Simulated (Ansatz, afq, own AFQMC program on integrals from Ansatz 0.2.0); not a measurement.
Two steps: Ansatz 0.2.0 writes the Fock matrix and Cholesky factors of the valence space, and afq projects on them the lowest state that overlaps trial and start.

```yaml
crystal:
  periodic: [false, false, false]
  atoms:
    - {symbol: C, position_ang: [0.598997, -1.566863, 0.032483]}
    - {symbol: O, position_ang: [0.564817, -0.333172, -0.648440]}
    - {symbol: Si, position_ang: [-0.535184, 0.883671, -0.503714]}
    - {symbol: Cl, position_ang: [-2.462336, 0.097588, -0.604955]}
    - {symbol: Se, position_ang: [-0.458543, 1.923350, 1.544664]}
    - {symbol: H, position_ang: [1.451514, -2.148678, -0.346643]}
    - {symbol: H, position_ang: [-0.326607, -2.141926, -0.136755]}
    - {symbol: H, position_ang: [0.726309, -1.417482, 1.118404]}
    - {symbol: H, position_ang: [0.971233, 2.235212, 1.376357]}
basis:
  gaussian: {orbitals: def2-SVP}
magnetization: {spin_polarized: true, initial_magnetization: 1}
correlation: {method: ccsd_t, electrons: outside_noble_gas, hamiltonian_folder: ham}
```

```sh
$ ansatz run in.yaml --threads 1 --pin off --events-out ev --progress --plain --max-ram 16896MiB --backend cuda --devices 0, --max-vram 18GiB
```

Options of the walk:

```
--method phaseless --trial cisd --walkers 1400 --populations 20 --least-time 60 --time-step 0.005 --steps-per-block 50 --equilibration-blocks 28 --max-blocks 4000 --target-error 0.00034 --factor-cut 1e-05 --start spin_pure --seed 9055 --release-times 0.21,0.42,0.63,0.9 --release-step 0.03 --release-every 5 --taylor-order 6
```

Times are imaginary, in 1/Eh. The walk had a cap of 261 s. With eight or more populations the least sampling time is a fifth of least-time, and the error comes from their spread. Filled inner d shells are frozen with the cores.

afq prints:

```
orbitals 90  electrons 16 15  factors 763 of 1118
reference energy -3262.78966762 Eh
CCSD correlation -0.70133856 Eh in 14 cycles, weight of the determinant in the CISD state 0.7728
energy of the start -3263.490211 Eh
 block  time / (1/Eh)  mean weight  energy / Eh
     1     0.250  0.9985  -3263.460106
     2     0.500  1.0004  -3263.474012
     3     0.750  1.0009  -3263.487920
     4     1.000  0.9999  -3263.496741
     5     1.250  0.9996  -3263.503227
     7     1.750  1.0004  -3263.506394
     9     2.250  1.0000  -3263.506076
    13     3.250  1.0007  -3263.510743
    19     4.750  0.9994  -3263.511928
    25     6.250  1.0002  -3263.509911
    31     7.750  1.0014  -3263.520842
    37     9.250  0.9997  -3263.512954
    43    10.750  0.9996  -3263.511583
    46    11.500  1.0001  -3263.507345
    49    12.250  0.9998  -3263.513152
    55    13.750  0.9991  -3263.512896
    61    15.250  1.0007  -3263.512812
    67    16.750  0.9997  -3263.513463
    73    18.250  1.0000  -3263.514966
    79    19.750  1.0002  -3263.515503
    85    21.250  0.9996  -3263.511421
    91    22.750  1.0001  -3263.511452
    97    24.250  0.9998  -3263.514472
   103    25.750  0.9997  -3263.510163
   109    27.250  0.9995  -3263.512912
   115    28.750  0.9993  -3263.511265
   121    30.250  1.0002  -3263.516818
   127    31.750  1.0002  -3263.512427
   133    33.250  0.9996  -3263.515422
error from the spread of 20 populations
released: time / (1/Eh)  energy / Eh  error  mean overlap
  0.21  -3263.512995  0.000388  0.9943
  0.42  -3263.512590  0.000498  0.9956
  0.63  -3263.512925  0.000725  0.9917
  0.90  -3263.513471  0.000638  0.9813
energy -3263.513014 +/- 0.000463 Eh
(rows thinned)
```

The run passed its tests (sampling time, drift between the halves within three errors, error under three times the target), which doesn't prove that it has relaxed, ending at its cap on processor time.

Against this walk (error 12.6 meV) on the same determinant: CCSD(T) 81.6 meV higher. The error is statistical and leaves out the bias of the constraint. Released to 0.90 1/Eh the energy moves by -12 ± 21 meV (both errors), within twice the noise.

Cautions: constraint bias not in the error; error above the target (12.6 against 9.3 meV); no relativity below Rb; no spin-orbit coupling; inner d shell frozen.

The walk took 4.4 min on 1 × NVIDIA H100 80GB HBM3 with 2 threads of AMD EPYC 7R13 Processor (Zen 3), with other jobs on the host (the card was shared). The log's last line is the phaseless energy.
